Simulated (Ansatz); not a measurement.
This geometry of AlH5SSi (8 atoms, charge 0, multiplicity 1) is a first-order saddle point.

Method: Ansatz, RKS PBE0/def2-SVP.

```xyz
8
Properties=species:S:1:pos:R:3
Al -1.178 0.880 -0.938
Si 0.879 0.027 0.071
S 0.042 -1.859 0.798
H -1.809 0.096 -2.171
H -1.963 2.092 -0.271
H 1.337 0.797 1.271
H 2.081 -0.208 -0.791
H 0.704 -1.882 1.975
```

(1) Which two structures does it join? (They come from a converged band through this point; their orientation in space is the band's.)

(2) How far does it lie above each of them?

Results:

(1) Bonds formed: Al1–S3. The dihedral H4–Al1–Si2–H7 goes from 121 to -8°.

First end point:

```xyz
8
Properties=species:S:1:pos:R:3
Al -1.210 0.913 -1.001
Si 0.647 0.026 0.346
S 0.200 -2.052 0.740
H -2.432 -0.015 -1.423
H -1.183 2.441 -1.450
H 0.804 0.784 1.632
H 1.960 0.159 -0.371
H 1.306 -2.313 1.472
```

Last end point:

```xyz
8
Properties=species:S:1:pos:R:3
Al -1.100 0.466 -0.726
Si 1.189 0.392 0.017
S -0.062 -1.519 0.396
H -1.353 0.083 -2.244
H -2.158 1.080 0.286
H 1.719 0.742 1.372
H 2.326 -0.146 -0.791
H -0.469 -1.154 1.634
```

(2) 3.0 kJ/mol above the first and 26.1 kJ/mol above the second. This is the barrier of this one path; another mechanism may lie lower.

The run took 2.5 min on 1 thread of Intel(R) Xeon(R) Processor @ 2.70GHz (shared host), peak memory 0.17 GiB.
